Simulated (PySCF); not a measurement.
Numbering as in the mapped SMILES `[CH3:1][CH2:2][CH3:3]`. Hydrogens are named by the atom that carries them.

PySCF 2.14 calculation with geometry from PBE0-D3(BJ)/def2-SVP, J couplings at B3LYP/pcJ-1 (without the spin–dipole term) and GIAO PBE/pcSseg-2 shieldings; a single conformation, no relativistic terms, no solvent, averaged over atoms made equivalent by symmetry, fast rotation or ring inversion.

Chemical shifts δ = σref − σ; $^{1}$H (σ = 31.18 ppm) against TMS, all at this level.

The spectrum was simulated from the full spin Hamiltonian at 400 MHz with 0.6 Hz Lorentzian lines, from shifts rounded to 0.01 ppm and J to 0.1 Hz, couplings under 1 Hz left out.

(1) List the maxima of its $^{1}$H spectrum with integrals.

(2) Summarise it as multiplets with assignments.

Results:

(1) 
```
region  integral (H)    ppm     Hz  height
     1             2  1.483  593.1       4
     1                1.481  592.4       4
     1                1.461  584.6      10
     1                1.442  576.9       9
     1                1.441  576.3      16
     1                1.424  569.7       2
     1                1.421  568.6       9
     1                1.420  568.1      12
     1                1.401  560.3       5
     1                1.399  559.6       5
     2             6  0.970  388.0      42
     2                0.950  379.9     100
     2                0.929  371.8      34
```

(2) $^{1}$H NMR (400 MHz, computed): δ 1.44 (sept, J = 8.2 Hz, 2H, H(C2)), 0.95 (t, J = 8.2 Hz, 6H, H(C1)/H(C3)). These are first-order names; overlap and second-order distortion can hide them in the list.

Splittings below 1 Hz are ignored in the labels, and close J values are merged. Unscaled 3J(H,H) at this level run about 10 % above measured values.
